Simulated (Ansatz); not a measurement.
**1T (CdI2-type) ZrSe₂**

Computed with PBE0-D4 in Ansatz (PAW).

Numerical settings: plane-wave cutoff 500 eV, 12×12×4 k mesh (along the axes of the cell as run), Fermi–Dirac smearing 0.05 eV, scalar-relativistic PAW data made under PBE.

Cell: relaxed at this level.

```json
{
 "volume_per_atom": "24.90 Å³/atom",
 "lattice_parameter_a": "3.754 Å",
 "c axis length": "6.123 Å"
}
```

Measured, for comparison: lattice constant a 3.77 Å (temperature not stated, not corrected to a static lattice; as tabulated in Björkman (2014), arXiv:1406.2436); lattice parameter c 6.122 Å (temperature not stated, zero-point anharmonic expansion removed (computed with revB86b-DF2); no thermal correction; as tabulated in Björkman (2014), arXiv:1406.2436). Computed (rounded) less measured: lattice constant a -0.4 %, lattice parameter c 0.0 %. A static lattice is as a rule a little smaller and stiffer than an uncorrected measurement, which narrows the difference in the lattice constant a and would widen misses of the other sign.

Note: exact exchange on metals is sensitive to the k mesh and can open a false gap.

Cost on a shared machine: around 30 core-minutes (rough).

Ansatz is an electronic-structure program.
